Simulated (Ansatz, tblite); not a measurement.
Cost and result up the ladder for Si(SH)2H2 (SiH4S2) (7 atoms). Total charge 0; singlet. Geometry: r2SCAN-D4/def2-TZVP.

```csv
atom,x (Å),y (Å),z (Å)
Si1,0.545,0.019,0.284
S2,0.337,-0.417,-1.796
H3,-0.318,0.724,-2.076
S4,-1.302,0.383,1.293
H5,-1.843,-0.799,0.949
H6,1.320,1.255,0.536
H7,1.261,-1.165,0.811
```

Ansatz on 4 threads of Arm Neoverse V1 on a shared host; xTB runs through tblite on one thread. Times are rough, summed over both states, and most runs start from the orbitals of an earlier one. PBE0-D4/def2-TZVP serves as the yardstick here, not as an exact answer. The other state is a doublet.

The xTB rows come from tblite.

Run but left out: HF/def2-TZVPP, MP2/def2-TZVPP (charge +1 doublet: a determinant that CCSD turns far, T1 0.055).

Raw xTB energies of ions are shifted by several eV.

```tsv
level	functions	wall time	vertical IE (eV)	difference from PBE0-D4/def2-TZVP (eV)
GFN2-xTB	31	0.008 s	13.69	4.18
GFN1-xTB	35	0.01 s	14.47	4.96
PBE-D4/def2-TZVP	135	2.4 s	9.20	-0.31
PBE0-D4/def2-TZVP (with forces)	135	3.3 s	9.51	0.00
r2SCAN-D4/def2-TZVP	135	5.4 s	9.35	-0.16
```
